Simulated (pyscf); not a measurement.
PySCF, gas phase, ωB97X-D3(BJ)/def2-SVP geometries.

Task: For F–C•(Cl)–Cl + HCl → Cl–C•(Cl)–Cl + HF, a four-centre exchange (doublet surface; C–F, Cl–H broken, C–Cl, F–H formed), PBE/def2-TZVP gives ΔE‡ = 156.6 kJ/mol and ΔE = -3.5 kJ/mol (zero: the separated reactants). In which direction and how far do PBE0-D3(BJ)/def2-TZVP, M06-2X/def2-TZVP, ωB97M-D3(BJ)/def2-TZVP move these?

Result: PBE0-D3(BJ): ΔE‡ = 189.7 kJ/mol, ΔE = -7.7 kJ/mol; M06-2X: ΔE‡ = 202.9 kJ/mol, ΔE = -6.7 kJ/mol; ωB97M-D3(BJ): ΔE‡ = 196.3 kJ/mol, ΔE = -3.7 kJ/mol. PBE's barrier lies under all of them, by 33.1 to 46.3 kJ/mol. Its reaction energy matches one of them and lies within 4.2 kJ/mol of the others. Low barriers are usual for a GGA, whose delocalisation error favours stretched bonds. One saddle was located; it need not be the lowest between these sides.
